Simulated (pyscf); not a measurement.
This saddle point was located with ωB97X-D3(BJ)/def2-SVP in PySCF.

```
Sn
O 1 1.8237
H 1 1.7534 2 167.96
S 3 2.0071 1 87.85 2 16.89
H 4 1.3506 3 84.81 1 92.63
```
Charge 0, spin multiplicity 1.

Surface: singlet, charge 0. Lowest wavenumbers (cm⁻¹): 1277i, 95, 146, 313, 504.

Task: Name the species on either side of this saddle.

Result: O=Sn: [singlet] + H₂S <-> O=SnH–SH, an insertion read from left to right: H–S broken and S–Sn, H–Sn formed. At CCSD(T)/def2-TZVPP + ΔMP2(QZVPP) it lies +208.7 kJ/mol from the left side and +160.7 kJ/mol from the right (each side as separated species at their lowest minima found). On the reactant side the descent ends in a complex (not fully relaxed), 31.8 kJ/mol under the separated species and 230.3 kJ/mol under the saddle at ωB97X-D3(BJ)/def2-TZVP. On the product side the descent ends in a point that may be a rotor saddle (no frequency run), 5.2 kJ/mol over the lowest minimum found and 183.4 kJ/mol under the saddle at ωB97X-D3(BJ)/def2-TZVP. At ωB97X-D3(BJ)/def2-TZVP the barrier from the zero used here is 198.4 kJ/mol. O=SnH–SH lies 259.7 kJ/mol over its isomer HO–Sn:–SH [singlet] (electronic energy, ωB97M-D3(BJ)/def2-TZVP). This is the saddle that the search found; another between the same sides may lie lower. The CCSD(T) − MP2 part came from Ansatz, without density fitting, on the same reference. The largest closed-shell T1 diagnostic is 0.033, which may signal static correlation. The frozen core leaves the outer d or s,p core shells of the metals and heavy elements correlated in the MP2 and CC values, and def2-TZVPP describes them poorly, which can shift differences by a few kcal/mol. Elements past Kr carry the def2 core potentials, without spin-orbit coupling.
